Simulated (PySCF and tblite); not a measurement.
CH3CH2CF2CH3, C₄H₈F₂, numbered as in [CH3:1][CH2:2][C:3]([CH3:4])([F:5])[F:6].

Search: ETKDG and KDG, MMFF94s, GFN2-xTB, 90 starts; geometries at PBE0-D3(BJ)/def2-SVP. Energies: PBE0-D3(BJ)/def2-TZVP (IEF-PCM, chloroform), with GFN2-xTB thermal terms (modes under about 100 cm⁻¹ blended into free rotors). Symmetry numbers and mirror images are counted. Conformers within 3 kcal/mol (GFN2-xTB free energy) were kept, 8 at most. Couplings: B3LYP/pcJ-1 (gas phase; spin-dipole term only for pairs with B, N, F, Si or P). Couplings are for ¹³C, ¹⁹F, ¹H; a prime marks the second kind of pair between the same two sets of atoms. Codes: tblite and PySCF.

Torsions listed: C1–C2–C3–F5. Of a mirror pair one member is shown.

```tsv
conformer	shape	weight %
1	-61°	61.3
2	58°	38.7
```

Problem. Give the couplings in each conformer and the averages at 298.15 K (pairs that fast motion interchanges averaged).

Solution. 
```json
{"coupling": "¹J(C1,C2)", "pairs": "1", "1": "37.1", "2": "37.1", "average (Hz)": "37.1"}
{"coupling": "³J(C1,F5)", "pairs": "2", "1": "5.3", "2": "5.2", "average (Hz)": "5.2"}
{"coupling": "¹J(C1,H1)", "pairs": "3", "1": "133.6", "2": "134.8", "average (Hz)": "134.1"}
{"coupling": "²J(C1,H2)", "pairs": "2", "1": "-3.5", "2": "-3.5", "average (Hz)": "-3.5"}
{"coupling": "⁴J(C1,H4)", "pairs": "3", "1": "0.6", "2": "0.8", "average (Hz)": "0.7"}
{"coupling": "¹J(C2,C3)", "pairs": "1", "1": "48.1", "2": "48.9", "average (Hz)": "48.4"}
{"coupling": "²J(C2,F5)", "pairs": "2", "1": "27.1", "2": "26.9", "average (Hz)": "27.0"}
{"coupling": "²J(H1,C2)", "pairs": "3", "1": "-3.7", "2": "-3.7", "average (Hz)": "-3.7"}
{"coupling": "¹J(C2,H2)", "pairs": "2", "1": "133.3", "2": "131.5", "average (Hz)": "132.6"}
{"coupling": "³J(C2,H4)", "pairs": "3", "1": "2.3", "2": "2.8", "average (Hz)": "2.5"}
{"coupling": "¹J(C3,C4)", "pairs": "1", "1": "50.2", "2": "50.9", "average (Hz)": "50.5"}
{"coupling": "¹J(C3,F5)", "pairs": "2", "1": "-292.2", "2": "-293.5", "average (Hz)": "-292.7"}
{"coupling": "³J(H1,C3)", "pairs": "3", "1": "5.7", "2": "4.8", "average (Hz)": "5.4"}
{"coupling": "²J(H2,C3)", "pairs": "2", "1": "-5.5", "2": "-2.1", "average (Hz)": "-4.2"}
{"coupling": "²J(C3,H4)", "pairs": "3", "1": "-3.8", "2": "-3.9", "average (Hz)": "-3.8"}
{"coupling": "²J(C4,F5)", "pairs": "2", "1": "29.4", "2": "29.0", "average (Hz)": "29.2"}
{"coupling": "³J(H2,C4)", "pairs": "2", "1": "2.8", "2": "1.0", "average (Hz)": "2.1"}
{"coupling": "¹J(C4,H4)", "pairs": "3", "1": "134.9", "2": "134.9", "average (Hz)": "134.9"}
{"coupling": "³J(H2,F5)", "pairs": "2", "1": "5.8", "2": "30.6", "average (Hz)": "15.4"}
{"coupling": "³J(H2,F5′)", "pairs": "2", "1": "21.4", "2": "1.6", "average (Hz)": "13.7"}
{"coupling": "³J(H4,F5)", "pairs": "6", "1": "17.8", "2": "17.7", "average (Hz)": "17.8"}
{"coupling": "²J(H1,H1)", "pairs": "3", "1": "-14.3", "2": "-14.1", "average (Hz)": "-14.2"}
{"coupling": "³J(H1,H2)", "pairs": "6", "1": "8.7", "2": "8.3", "average (Hz)": "8.6"}
{"coupling": "²J(H2,H2)", "pairs": "1", "1": "-15.3", "2": "-15.5", "average (Hz)": "-15.4"}
{"coupling": "²J(H4,H4)", "pairs": "3", "1": "-14.2", "2": "-14.2", "average (Hz)": "-14.2"}
```

Computed couplings to fluorine can be off by tens of per cent at such levels.

F–F couplings are left out: such levels miss them by tens of Hz and can give the wrong sign.
